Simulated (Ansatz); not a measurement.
Geometry optimisation, UKS PBE-D4/def2-SVP in Ansatz 0.2.0.

Input file:

```yaml
crystal:
  periodic: [false, false, false]
  atoms:
    - { symbol: Al, position_ang: [0.006732, -0.000464, -0.195282] }
    - { symbol: H, position_ang: [0.011421, -0.001962, 1.380786] }
    - { symbol: H, position_ang: [1.390159, 0.00015, -1.005093] }
    - { symbol: H, position_ang: [-1.380771, 0.000158, -0.998386] }
    - { symbol: C, position_ang: [-0.007039, 0.001195, 3.694376] }
    - { symbol: H, position_ang: [-0.600325, -0.922238, 3.812683] }
    - { symbol: H, position_ang: [1.089926, -0.051085, 3.73885] }
    - { symbol: H, position_ang: [-0.510004, 0.974147, 3.813567] }
magnetization:
  spin_polarized: true
  initial_magnetization: 1
basis:
  gaussian: { orbitals: def2-SVP }
hamiltonian:
  xc: pbe
  dispersion: d4
relax:
  f_tol: 0.03
  max_steps: 50
```

Run as:

```bash
$ ansatz run input.yaml --threads 1 --pin off --max-ram 2048MiB --backend cpu --events-out ev --progress --plain --runs-dir out
```

**Question.** Where does it end, and by what steps?

**Answer.** The run converged. After 3 steps the energy has fallen by 0.035 eV; C5 moved furthest, 0.30 Å.

| step | energy less start (eV) | largest force component (eV/Å) | accepted |
| --- | --- | --- | --- |
| 0 | 0.0000 | 0.468 | yes |
| 1 | -0.0170 | 0.427 | yes |
| 2 | -0.0300 | 0.258 | yes |
| 3 | -0.0345 | 0.026 | yes |

```xyz
8
Properties=species:S:1:pos:R:3
Al 0.001 -0.001 -0.409
H 0.004 -0.002 1.193
H 1.384 0.000 -1.217
H -1.387 0.000 -1.210
C -0.001 0.001 3.991
H -0.593 -0.922 3.956
H 1.095 -0.051 3.975
H -0.504 0.975 3.962
```

Whether the end is a true minimum wasn't checked by a vibrational analysis.

Run time: 8.3 s on 1 thread of Arm Neoverse V2, with other jobs on the host, peak memory 0.12 GiB.
